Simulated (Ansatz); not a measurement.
Geometry optimisation, RKS PBE0/def2-SVP in Ansatz 0.2.0.

input.yaml

```yaml
crystal:
  periodic: [false, false, false]
  atoms:
    - { symbol: Si, position_ang: [-0.867167, 0.148434, 0.258381] }
    - { symbol: H, position_ang: [1.448692, -0.193357, 1.540905] }
    - { symbol: O, position_ang: [1.950388, -0.011778, 0.714233] }
    - { symbol: H, position_ang: [2.047366, -0.888946, 0.319254] }
    - { symbol: H, position_ang: [-0.698109, 1.085841, -0.939369] }
    - { symbol: Cl, position_ang: [-0.764769, -1.638994, -0.861904] }
basis:
  gaussian: { orbitals: def2-SVP }
hamiltonian:
  xc: pbe0
relax:
  f_tol: 0.03
  max_steps: 50
output:
  orbitals: {}
```

Command:

```bash
$ ansatz run input.yaml --threads 1 --pin off --max-ram 2048MiB --backend cpu --events-out ev --progress --plain --runs-dir out
```

Problem. Where does it end, and by what steps?

Solution. The run converged. After 8 steps the energy has fallen by 0.519 eV; O3 moved furthest, 0.57 Å. Joined: Si1–O3 (2.86 → 2.07 Å).

| step | energy less start (eV) | largest force component (eV/Å) | accepted |
| --- | --- | --- | --- |
| 0 | 0.0000 | 1.035 | yes |
| 1 | -0.1173 | 1.716 | yes |
| 2 | -0.2677 | 1.991 | yes |
| 3 | -0.4392 | 0.898 | yes |
| 4 | -0.4925 | 0.367 | yes |
| 5 | -0.5064 | 0.249 | yes |
| 6 | -0.4821 | 0.664 | no |
| 7 | -0.5186 | 0.083 | yes |
| 8 | -0.5189 | 0.013 | yes |

```xyz
6
Properties=species:S:1:pos:R:3
Si -0.659 0.193 0.339
H 1.537 -0.385 1.545
O 1.378 0.033 0.687
H 1.670 -0.615 0.022
H -0.278 1.004 -0.901
Cl -0.532 -1.730 -0.660
```

Whether the end is a true minimum wasn't checked by a vibrational analysis.

The run took 18 s on 1 thread of Arm Neoverse V1, on a shared host, peak memory 0.13 GiB.
